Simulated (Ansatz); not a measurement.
## Iridium, fcc: convergence with Methfessel-Paxton smearing

Computed with Ansatz, PBE, scalar-relativistic PAW, on the relaxed cell (a = 3.872 Å; spin not included). Errors count from a run at 420 eV on a Γ-centred 23×23×23 mesh with Fermi-Dirac smearing of 0.1 eV, extrapolated to zero width. Fixed here: cutoff 420 eV, mesh 14×14×14. The SCF starts from atomic densities corrected by a trained network.

| width (eV) | E(σ→0) error (meV/atom) | F error (meV/atom) | P (GPa) | SCF iterations |
| --- | --- | --- | --- | --- |
| 0.01 | 13.6 | 13.6 | -0.22 | 5 |
| 0.03 | 13.5 | 13.5 | -0.22 | 5 |
| 0.1 | 13.0 | 12.6 | -0.24 | 5 |
| 0.2 | 11.6 | 10.5 | -0.23 | 6 |
| 0.3 | 9.6 | 8.7 | -0.29 | 6 |
| 0.6 | 8.6 | 9.0 | -0.39 | 6 |
| 1.0 | 10.5 | 7.9 | -0.08 | 6 |
